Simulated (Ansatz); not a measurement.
# Al2H4O: small, medium and large basis sets

An exercise on one series of results from a longer session: the logs are not shown, and one member is left open.

Computed with Ansatz 0.2.0, Gaussian basis. Level: one geometry, several basis sets.

Levels to be run: PBE0-D4/def2-SVP; ωB97M-V/def2-SVP; PBE0-D4/def2-QZVPP; ωB97M-V/def2-QZVPP; CCSD(T)/cc-pV(D+d)Z; CCSD(T)/cc-pV(T+d)Z; MP2/cc-pV(Q+d)Z; the functionals' def2-TZVPP values are taken from earlier runs.

2 further runs of the same task are left out: 2 that didn't finish.

### The geometry

All runs share one geometry, relaxed beforehand with PBE0-D4 in a triple-zeta def2 set.

7 atoms, charge 0, spin multiplicity 1.

Atoms are counted from 1 here; the program's logs count them from 0.

Bond lengths: Al1–O2 1.682 Å, Al1–H4 1.582 Å, Al1–H5 1.582 Å, O2–Al3 1.682 Å, Al3–H6 1.582 Å, Al3–H7 1.582 Å. Angles: O2–Al1–H4 118.4°, O2–Al1–H5 118.4°, H4–Al1–H5 123.2°, Al1–O2–Al3 179.7°, O2–Al3–H6 118.4°, O2–Al3–H7 118.4°, H6–Al3–H7 123.2°.

The first run:

The input, in.yaml:

```yaml
crystal:
  periodic: [false, false, false]
  atoms:
    - {symbol: Al, position_ang: [-1.433725, 0.281979, -0.819936]}
    - {symbol: O, position_ang: [0.009263, -0.005481, -0.005915]}
    - {symbol: Al, position_ang: [1.451362, -0.300315, 0.807043]}
    - {symbol: H, position_ang: [-1.371799, 0.981867, -2.237497]}
    - {symbol: H, position_ang: [-2.787314, -0.160937, -0.130883]}
    - {symbol: H, position_ang: [1.995163, 0.804389, 1.800544]}
    - {symbol: H, position_ang: [2.198351, -1.669400, 0.540945]}
basis:
  gaussian: {orbitals: def2-SVP}
hamiltonian: {xc: pbe0, dispersion: d4}
output: {orbitals: {seedname: orbitals}}
```

Started as:

```bash
> ansatz run in.yaml --threads 4 --pin off --events-out ev --progress --plain --max-ram 10444MiB
```

Among the steps run: PBE0-D4 in def2-SVP; ωB97M-V in def2-SVP; PBE0-D4 in def2-QZVPP; ωB97M-V in def2-QZVPP.

One of the session's tables, all rows but one given; the rest of the session is left out.

```
functional       basis  HOMO (eV)
   PBE0-D4    def2-SVP      -8.15
   PBE0-D4  def2-TZVPP      -8.20
   PBE0-D4  def2-QZVPP      -8.20
   ωB97M-V    def2-SVP          ?
   ωB97M-V  def2-TZVPP     -10.43
   ωB97M-V  def2-QZVPP     -10.44
```

**Question.** Estimate the row for ωB97M-V, def2-SVP.

**Answer.** HOMO (eV): -10.32. In the column «HOMO (eV)» it lies between ωB97M-V, def2-TZVPP (-10.43) and PBE0-D4, def2-TZVPP (-8.20).
